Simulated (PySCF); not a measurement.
**Static response to an electric field**

Species: 3-aminopentane, C5H13N.
Structure used (GFN2-xTB), in Å, numbered top down from 1:
```xyz
19
C5H13N angstrom
C     -2.520    0.155    0.112
C     -1.232   -0.653    0.236
C      0.035    0.209    0.070
N      0.162    0.821   -1.243
C      1.290   -0.628    0.341
C      2.551    0.225    0.311
H     -2.529    0.968    0.836
H     -3.385   -0.479    0.294
H     -2.622    0.583   -0.885
H     -1.224   -1.445   -0.518
H     -1.204   -1.130    1.218
H     -0.003    1.029    0.797
H     -0.607    1.458   -1.416
H      0.144    0.104   -1.961
H      1.361   -1.410   -0.419
H      1.193   -1.114    1.314
H      2.620    0.743   -0.641
H      3.435   -0.394    0.445
H      2.524    0.969    1.104
```

Level: PBE0/def2-SVPD (PySCF), static field, nuclei fixed, core orbitals frozen in the response. The polarisability tensor in these axes (au):

```
x   82.90  0.33  0.64
y    0.33 66.58 -2.10
z    0.64 -2.10 66.11
```

Task: What are the eigenvalues, a third of the trace, and Δα (Δα² = ½Σ(αi − αj)² over the three pairs)?

Result: Principal values 64.20, 68.45 and 82.93 au; mean 71.86 au = 10.65 Å³ = 11.85 × 10⁻⁴⁰ C²·m²/J; Δα = 17.00 au (24 % of the mean).

Task: What is the dipole moment, and where does it point?

Result: (-1.16, -0.59, 0.01) D, 1.30 D in size, pointing from the negative to the positive side. Measured along this direction, the outermost atoms are H18 at the negative end and H8 at the positive end.

Task: Rayleigh depolarisation ratio (linearly polarised light, static tensor)?

Result: ρ = 3Δα²/(45ᾱ² + 4Δα²) = 867.1/(232375 + 1156.2) = 0.00371.

Task: Refractivity n − 1 of an ideal gas of it at 350 K and 1 atm, from the electronic α?

Result: N = p/kT = 2.0968 × 10¹⁹ cm⁻³, so n − 1 = 2π × N × 10.65 × 10⁻²⁴ cm³ = 1403 × 10⁻⁶ at long wavelengths, for an ideal gas.

Task: Estimate the molar refractivity from the static electronic polarisability.

Result: Lorentz–Lorenz: R = (4π/3)N_A α = 2.5225 cm³/(mol·Å³) × 10.65 Å³ = 26.9 cm³/mol, in the limit of long wavelengths.

Task: In a dilute gas of rigid molecules at 350 K, how does the orientational term μ²/3kT compare with the electronic polarisability?

Result: In Gaussian units μ²/3kT = 11.71 Å³ against 10.65 Å³, a ratio of 1.10; the Debye molar polarisation (4π/3)N_A(α + μ²/3kT) is 56.4 cm³/mol, leaving out the vibrational part.

Task: Find the Langevin capture rate constant for NO+ (29.998 u) meeting this molecule (87.105 u), k = 2.342 × 10⁻⁹ cm³/s × √(α in Å³ / reduced mass in u).

Result: The reduced mass is 22.31 u, so k = 1.62 × 10⁻⁹ cm³/s. The formula leaves out the permanent dipole, which adds to the capture rate.

Geometry: GFN2-xTB, one conformer, isolated molecule.

The run behind these numbers computed excited states as well. Hardware: one thread, Arm Neoverse V1 (aarch64), shared host with 64 logical CPUs at a one-minute load of 56. Cost: 42 s of wall time, 0.89 GiB resident at most.
